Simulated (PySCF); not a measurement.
**CCl₃, doublet: structure and spectrum**

All numbers come from PySCF, UPBE0, basis C def2-TZVP, Cl def2-TZVP (no relativity, density fitting).

The structure is a minimum.

```json
{
 "Point group": "C3v",
 "Bond lengths": "C–Cl 1.701 Å (×3)",
 "Bond angles": "Cl–C–Cl 117.4° (×3)",
 "Rotational symmetry number": "3",
 "Heat capacity Cp at 298.15 K": "63.6 J/(mol K)",
 "Rotational constants": "0.1136, 0.1136, 0.05711 cm⁻¹",
 "Enthalpy at 298.15 K above 0 K": "14.19 kJ/mol",
 "Atomisation energy without zero-point energy": "1062 kJ/mol",
 "Highest occupied level (α)": "-6.43 eV",
 "Principal quadrupole moments (Buckingham, traceless) about the centre of mass": "-1.54, 0.77, 0.77 D Å",
 "Principal polarisabilities": "30.9, 54.8, 54.8 bohr³",
 "Lowest empty level (β)": "-2.40 eV",
 "Spin squared ⟨S²⟩": "0.755",
 "Entropy at 298.15 K and 1 bar (electronic part: spin only)": "301.1 J/(mol K)",
 "Zero-point energy": "19.2 kJ/mol",
 "Dipole moment": "0.15 D"
}
```

Harmonic modes (masses in u: C 12.000, Cl 34.969):
| symmetry | ω (cm⁻¹) | IR (km/mol, summed over degenerate members) |
| --- | --- | --- |
| e | 275 | 0.3 |
| a1 | 312 | 0.5 |
| a1 | 504 | 0.0 |
| e | 925 | 364 |

In C3v the vibrations span 2e + 2a1.

Charges (e):
```json
{"atom": "C1", "Mulliken": "0.03", "Löwdin": "-1.23", "polar tensor": "0.89", "spin (Mulliken)": "0.75", "Mayer order to C1": "–"}
{"atom": "Cl2,3,4", "Mulliken": "-0.01", "Löwdin": "0.41", "polar tensor": "-0.30", "spin (Mulliken)": "0.08", "Mayer order to C1": "1.22"}
```

Mulliken populations on C1: s 3.19, p 2.56, d 0.21, f 0.01.

Outer orbital energies (eV). α occupied: -13.99, -12.98, -10.35, -10.35, -9.91, -9.91, -9.14, -6.43; empty: -0.79, 1.30, 1.30, 2.97. β occupied: -13.77, -13.77, -11.89, -10.22, -10.22, -9.65, -9.65, -9.09; empty: -2.40, -0.37, 1.62, 1.62.

Only a few start shapes were tried, so a lower isomer may exist.

The final relaxation and frequency run took 38 s on 4 threads of a shared Arm Neoverse V2 host, with 142 basis functions and 8 gradients; the process peaked at 1.4 GiB. Launch command: `OMP_NUM_THREADS=4 python axn.py task.json out`.
